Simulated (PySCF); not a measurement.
# Working out the electron affinity of B

B- [He] 2s2 2p2 (3P) → B [He] 2s2 2p1 (2P). All numbers are calculated (PySCF 2.14, no relativity, point nucleus, in aug-cc-pVDZ (4s3p2d, 23 functions)). Frozen: 1s2. Energies in hartree (1 hartree = 27.21139 eV):

```json
{"part": "UHF", "B- (lower)": "-24.519542", "B (upper)": "-24.530574"}
{"part": "MP2 opposite-spin", "B- (lower)": "-0.041317", "B (upper)": "-0.034524"}
{"part": "MP2 same-spin", "B- (lower)": "-0.012063", "B (upper)": "-0.002546"}
```

**Question.** What does Hartree-Fock give?

**Answer.** (-24.530574) − (-24.519542) = -0.011032 hartree = -0.300 eV.

**Question.** What do MP2 and SCS-MP2 (6/5 opposite-spin, 1/3 same-spin) give?

**Answer.** The opposite-spin parts differ by 0.185 eV and the same-spin parts by 0.259 eV. MP2: -0.300 + (0.185) + (0.259) = 0.144 eV. SCS-MP2: -0.300 + 1.2 × (0.185) + (0.259)/3 = 0.008 eV.

A first-order spin-orbit estimate adds 0.000 eV to MP2 (valence), giving 0.144 eV against 0.280 eV (measured; photodetachment measurements, as compiled on the Wikipedia data page of electron affinities).

A double-zeta basis recovers only part of the correlation energy.

What remains against the reference includes basis incompleteness, the frozen core and correlation beyond second order.
